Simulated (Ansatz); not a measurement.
# C₄H₈O: one species, many methods

One table from this session's results is given with a row withheld; the runs are named, their logs left out.

Program: Ansatz 0.2.0, Gaussian basis. Level of theory: functionals in def2-TZVPP, the program's frozen cores in correlated methods. These are calculated values, not measurements.

Levels to be run: PBE-D4, r2SCAN-D4, PBE0-D4, B3LYP-D4, ωB97X-V, ωB97M-V, B2PLYP; CCSD(T)/def2-TZVPP; MP2/def2-QZVPP; extrapolation to the limit.

## The relaxed structure

All runs share one geometry, relaxed beforehand with PBE0-D4 in a triple-zeta def2 set.

13 atoms, charge 0, spin multiplicity 1.

Atoms are counted from 1 here; the program's logs count them from 0.

Bond lengths: C1–C2 1.520 Å, C1–H6 1.092 Å, C1–H7 1.094 Å, C1–H8 1.091 Å, C2–C3 1.518 Å, C2–H9 1.094 Å, C2–H10 1.094 Å, C3–C4 1.499 Å, C3–H11 1.099 Å, C3–H12 1.099 Å, C4–O5 1.201 Å, C4–H13 1.113 Å. Angles: C2–C1–H6 111.1°, C2–C1–H7 111.1°, C2–C1–H8 111.1°, H6–C1–H7 107.6°, H6–C1–H8 107.8°, H7–C1–H8 108.1°, C1–C2–C3 113.0°, C1–C2–H9 109.7°, C1–C2–H10 109.6°, C3–C2–H9 108.7°, C3–C2–H10 108.7°, H9–C2–H10 106.8°, C2–C3–C4 115.1°, C2–C3–H11 111.8°, C2–C3–H12 111.7°, C4–C3–H11 107.4°, C4–C3–H12 105.7°, H11–C3–H12 104.6° and more.

As a file:

```xyz
13
C4H8O
C    -1.35883    0.24756    0.76879
C     0.15739    0.34347    0.81754
C     0.84174   -0.54576   -0.20437
C     0.73009   -0.08332   -1.62634
O     0.23966    0.95416   -1.97926
H    -1.81697    0.88807    1.52528
H    -1.69437   -0.77693    0.95560
H    -1.74017    0.55773   -0.20552
H     0.51308    0.07051    1.81532
H     0.46548    1.37847    0.64495
H     0.46446   -1.57678   -0.16445
H     1.91900   -0.63735   -0.00568
H     1.16463   -0.78123   -2.37655
```

Set-up of the first run:

in.yaml

```yaml
crystal:
  periodic: [false, false, false]
  atoms:
    - {symbol: C, position_ang: [-1.358826, 0.247564, 0.768787]}
    - {symbol: C, position_ang: [0.157393, 0.343472, 0.817537]}
    - {symbol: C, position_ang: [0.841737, -0.545759, -0.204367]}
    - {symbol: C, position_ang: [0.730092, -0.083325, -1.626338]}
    - {symbol: O, position_ang: [0.239655, 0.954159, -1.979261]}
    - {symbol: H, position_ang: [-1.816966, 0.888074, 1.525282]}
    - {symbol: H, position_ang: [-1.694371, -0.776931, 0.955598]}
    - {symbol: H, position_ang: [-1.740170, 0.557732, -0.205519]}
    - {symbol: H, position_ang: [0.513076, 0.070508, 1.815321]}
    - {symbol: H, position_ang: [0.465483, 1.378472, 0.644950]}
    - {symbol: H, position_ang: [0.464462, -1.576783, -0.164454]}
    - {symbol: H, position_ang: [1.919000, -0.637350, -0.005683]}
    - {symbol: H, position_ang: [1.164633, -0.781230, -2.376552]}
basis:
  gaussian: {orbitals: def2-TZVPP}
hamiltonian: {xc: pbe, dispersion: d4}
output: {forces: true, orbitals: {seedname: orbitals}}
```

The run is started by

```bash
ansatz run in.yaml --threads 4 --pin off --events-out ev --progress --plain --max-ram 10444MiB
```

Steps of the session up to this table: PBE-D4 (GGA); r2SCAN-D4 (meta-GGA); PBE0-D4 (hybrid); B3LYP-D4 (hybrid); ωB97X-V (range-separated); ωB97M-V (range-separated); B2PLYP (double hybrid); CCSD(T) in def2-TZVPP; MP2 in def2-QZVPP.

One of the session's tables, all rows but one given; the rest of the session is left out.

It belongs to the step «Atomisation energies». 

| method | atoms, summed (eV) | atomisation energy (kcal/mol) |
| --- | --- | --- |
| PBE-D4 | -6263.802 | 1296.5 |
| r2SCAN-D4 | -6269.223 | 1269.6 |
| PBE0-D4 | -6265.378 | 1274.2 |
| B3LYP-D4 | -6273.624 | 1267.2 |
| ωB97X-V | -6271.102 | 1267.6 |
| ωB97M-V | -6269.928 | 1269.5 |
| B2PLYP | -6268.114 | 1255.6 |
| HF/def2-TZVPP | -6247.299 | 937.7 |
| MP2/def2-TZVPP | -6258.350 | 1255.9 |
| CCSD/def2-TZVPP | -6261.024 | 1219.9 |
| CCSD(T)/def2-TZVPP | -6261.322 | 1237.4 |
| MP2/CBS | ? | ? |
| CCSD(T)/CBS | -6263.356 | 1265.2 |

Q: Estimate the row for MP2/CBS from the others.

As computed: atoms, summed (eV): -6260.384; atomisation energy (kcal/mol): 1283.7. In the column «atoms, summed (eV)» it lies between CCSD/def2-TZVPP (-6261.024) and MP2/def2-TZVPP (-6258.350).
